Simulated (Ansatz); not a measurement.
A made-up structure of B₂NH₄ (charge -1), singlet:

```
7
angstrom
B -1.0734 0.2409 -0.7740
N 0.0003 -0.0002 -0.0004
B 1.0735 -0.2409 0.7739
H -1.9175 -0.6203 -1.0057
H 1.2463 -1.0695 -0.0047
H 1.0569 -0.0571 1.9879
H 2.1317 -0.6584 0.3114
```

It is relaxed with PBE-D4/def2-SVPD and then PBE0-D4/def2-TZVPD (Ansatz 0.2.0). Atoms count as bonded within 1.22 times the sum of their covalent radii (H–H: 0.88 Å). The end point is not checked to be a true minimum.

Does its bonding change? (Judge from chemistry; the calculation decides.)

The calculation gives: No: no bond forms or breaks.

Where it ends: The first stage lowers the energy by 3.61 eV in 10 steps. It ends as B₂NH₄ ([BH][N][BH3]), total charge -1:
B1  (-1.150, -0.075, -0.700)
N2  (-0.092, -0.263, -0.081)
B3  (1.202, -0.493, 0.677)
H4  (-2.156, 0.104, -1.289)
H5  (1.482, -1.700, 0.700)
H6  (1.097, -0.093, 1.845)
H7  (2.135, 0.115, 0.136)
(Å)

Labels in which every atom is bracketed show which atoms are joined, not bond orders.

For scale, one of the runs: PBE0-D4/def2-TZVPD relaxation, 147 basis functions, launched by `ansatz run in.yaml --threads 2 --pin off --events-out ev --progress --plain --max-ram 4352MiB`. The run took about 9.5 s on 2 CPU threads of an Arm Neoverse V2 (shared host).
